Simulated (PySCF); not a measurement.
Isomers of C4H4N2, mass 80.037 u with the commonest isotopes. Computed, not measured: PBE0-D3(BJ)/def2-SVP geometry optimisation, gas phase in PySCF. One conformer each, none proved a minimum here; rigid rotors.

**Question.** Order these by radius of gyration √(Σ m r²/M), smallest first.
A. `[N:1]#[C:2][CH2:3][CH2:4][C:5]#[N:6]` with C2–C3–C4–C5 180° (succinonitrile)
B. `[H]/N=C\C#C/C=N/[H]`
C. `C[C@H]1N=C1C#N`

**Answer.** C (1.832 Å), A (2.114 Å), B (2.211 Å).

**Question.** Order these by rotational constant B, largest first.
A. `N(/[H])=C/C#C/C=N/[H]`
B. `[N:1]#[C:2][CH2:3][CH2:4][C:5]#[N:6]` with C2–C3–C4–C5 180° (succinonitrile)
C. `C[C@H]1N=C1C#N`

**Answer.** C (2208 MHz), B (1480 MHz), A (1348 MHz).

**Question.** Order these by out-of-plane moment Σ m c² = (Ia + Ib − Ic)/2, smallest first.
A. `[N:1]#[C:2][CH2:3][CH2:4][C:5]#[N:6]` with C2–C3–C4–C5 180°
B. `C[C@H]1N=C1C#N`
C. `[H]/N=C\C#C/C=N/[H]`

**Answer.** C (0.00 u·Å²), A (3.15 u·Å²), B (8.76 u·Å²).

```
             SMILES  point group  Ia (u·Å²)  Ib (u·Å²)  Ic (u·Å²)      κ  μa (D)  μb (D)  μc (D)
     C[C@H]1N=C1C#N           C1      48.60     228.90     259.98  -0.94    2.77    1.02    0.86
           N#CCCC#N          C2h      19.49     341.45     354.64  -1.00    0.00    0.00    0.00
[H]/N=C\C#C/C=N/[H]           Cs      16.50     374.79     391.29  -1.00    2.02    2.13    0.00
```
